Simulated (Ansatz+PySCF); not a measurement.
singlet C₄H₁₀: levels of theory in one basis

```json
{"atom": "H", "x (Å)": "0.0000", "y (Å)": "0.0000", "z (Å)": "1.5917"}
{"atom": "C", "x (Å)": "0.0000", "y (Å)": "0.0000", "z (Å)": "0.3971"}
{"atom": "C", "x (Å)": "1.5701", "y (Å)": "0.0000", "z (Å)": "-0.1020"}
{"atom": "C", "x (Å)": "-0.7850", "y (Å)": "1.3597", "z (Å)": "-0.1020"}
{"atom": "C", "x (Å)": "-0.7850", "y (Å)": "-1.3597", "z (Å)": "-0.1020"}
{"atom": "H", "x (Å)": "1.6372", "y (Å)": "0.0000", "z (Å)": "-1.2917"}
{"atom": "H", "x (Å)": "2.1523", "y (Å)": "0.9608", "z (Å)": "0.2894"}
{"atom": "H", "x (Å)": "2.1523", "y (Å)": "-0.9608", "z (Å)": "0.2894"}
{"atom": "H", "x (Å)": "-0.8186", "y (Å)": "1.4179", "z (Å)": "-1.2917"}
{"atom": "H", "x (Å)": "-1.9082", "y (Å)": "1.3836", "z (Å)": "0.2894"}
{"atom": "H", "x (Å)": "-0.2441", "y (Å)": "2.3443", "z (Å)": "0.2894"}
{"atom": "H", "x (Å)": "-0.8186", "y (Å)": "-1.4179", "z (Å)": "-1.2917"}
{"atom": "H", "x (Å)": "-0.2441", "y (Å)": "-2.3443", "z (Å)": "0.2894"}
{"atom": "H", "x (Å)": "-1.9082", "y (Å)": "-1.3836", "z (Å)": "0.2894"}
```

Basis set: def2-SVP (spherical functions). Left uncorrelated: 4 orbitals. Charge 0, multiplicity 1.

Computed with Ansatz (development build ahead of 0.2.0); each method stands on the lowest determinant of its kind that the runs found.

```tsv
method	E − E(RHF) (eV)	<S²> of the determinant
RHF	0.00	0.00
```

**Question.** What does RHF-MP2 give on the same scale?

**Answer.** -16.36 eV.

**Question.** Is a single determinant a sound starting point here?

**Answer.** By this sign, yes. Unrestricted orbitals gain 0.00 eV and <S²> is 0.00 against 0.00 for a pure state.
